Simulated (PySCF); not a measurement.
# Highest orbital energy against ionisation energy along the third row

Calculated with PySCF 2.14, no spin-orbit coupling. Each cell gives −ε(HOMO) / ΔSCF in eV; NIST values include spin-orbit coupling, (s) semi-empirical, (t) theoretical.

```
                                                                                    species              UHF              LDA              PBE             PBE0           r2SCAN  NIST (lowest levels)
    Mg (aug-cc-pVTZ with one added diffuse shell each of s, p, d, f type, non-relativistic)    6.886 / 6.607    4.774 / 7.722    4.698 / 7.614    5.425 / 7.542    4.815 / 7.367                 7.646
Al (aug-cc-pV(T+d)Z with one added diffuse shell each of s, p, d, f type, non-relativistic)    5.932 / 5.599    3.018 / 6.029    3.095 / 6.071    3.907 / 6.089    3.349 / 6.164                 5.986
Si (aug-cc-pV(T+d)Z with one added diffuse shell each of s, p, d, f type, non-relativistic)    8.199 / 7.638    4.583 / 8.238    4.611 / 8.199    5.632 / 8.219    4.921 / 8.323                 8.152
 P (aug-cc-pV(T+d)Z with one added diffuse shell each of s, p, d, f type, non-relativistic)   10.671 / 9.910   6.307 / 10.584   6.300 / 10.494   7.539 / 10.534   6.707 / 10.642                10.487
 S (aug-cc-pV(T+d)Z with one added diffuse shell each of s, p, d, f type, non-relativistic)   10.330 / 9.242   6.176 / 10.567   6.163 / 10.433   7.425 / 10.408   6.423 / 10.380                10.360
Cl (aug-cc-pV(T+d)Z with one added diffuse shell each of s, p, d, f type, non-relativistic)  13.091 / 11.773   8.217 / 13.205   8.139 / 12.977   9.609 / 12.961   8.470 / 13.009                12.968
Ar (aug-cc-pV(T+d)Z with one added diffuse shell each of s, p, d, f type, non-relativistic)  16.090 / 14.560  10.416 / 15.996  10.294 / 15.712  11.988 / 15.722  10.741 / 15.771                15.760
```

Problem. How far is −ε(HOMO) from ΔSCF on average for each method, and why?

Solution. UHF 0.84 eV; LDA -4.12 eV; PBE -4.03 eV; PBE0 -2.85 eV; r2SCAN -3.75 eV. Hartree-Fock orbital energies lack relaxation and so exceed the ΔSCF value; semilocal functionals have convex E(N) from self-interaction, so their HOMO lies far too high; exact exchange moves hybrids part of the way back.
